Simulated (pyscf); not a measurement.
One substitution at Si on the doublet surface with elements of a group swapped. ωB97M-D3(BJ)/def2-TZVP, kcal/mol, from the separated reactants. Structures and frequencies: ωB97X-D3(BJ)/def2-SVP in PySCF.

```csv
step,barrier,reaction energy,imaginary mode (i cm⁻¹)
F–Si(SiH₃)(SiH₃)–SiH₃ + CH₃• -> F–Si•(SiH₃)–SiH₃ + H₃C–SiH₃,6.4,-19.2,497
H₃Si–Si(SiH₃)(SiH₃)–Cl + CH₃• -> H₃Si–Si•(SiH₃)–Cl + H₃C–SiH₃,?,?,496
```

### Question
What belongs in the gaps?

### Answer

- H₃Si–Si(SiH₃)(SiH₃)–Cl + CH₃• -> H₃Si–Si•(SiH₃)–Cl + H₃C–SiH₃, barrier: 6.1
- H₃Si–Si(SiH₃)(SiH₃)–Cl + CH₃• -> H₃Si–Si•(SiH₃)–Cl + H₃C–SiH₃, reaction energy: -19.6

Each row is the saddle that its search found.
